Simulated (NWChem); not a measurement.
## silicon monoxide (OSi) in NWChem

```xyz
2

Si     0.0000     0.0000     0.5539
O      0.0000     0.0000    -0.9694
```
Charge 0, spin multiplicity 1.

All runs are NWChem calculations. The geometry was optimised at PBE0/def2-SVP, a minimum by its harmonic frequencies.

Symmetry labels belong to the abelian group C2v used in the runs, with the axes of the coordinates shown; states degenerate in a higher group split over its labels.

Question: List the lowest 3 singlet excitations that TD-PBE/def2-SVPD gives, with oscillator strengths.

Answer: 
```tsv
state	symmetry	energy (eV)	wavelength (nm)	f
1	b2	5.29	234	0.047
2	b1	5.29	234	0.047
3	a2	5.29	234	0.000
```
